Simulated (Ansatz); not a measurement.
Antifluorite Mg₂Sn, treated with RPBE (Ansatz, a quantum-chemistry and plane-wave program, plane waves, PAW).

Numerical settings: plane-wave cutoff 520 eV, 20×20×20 k mesh, Fermi–Dirac smearing 0.05 eV, perturbation theory, scalar-relativistic PAW data made under PBE.

Computed at the level's own relaxed cell.

Harmonic phonon frequencies (cm⁻¹; i marks an imaginary mode; at Γ without the LO shift):

```tsv
q point	frequencies
Γ	0 0 0 177 177 177 205 205 205
X	62 62 117 144 145 145 209 209 273
L	47 47 107 183 184 184 191 191 240
```

No imaginary mode appears at these points.

Note: the solid has no gap at this level, which affects its response.
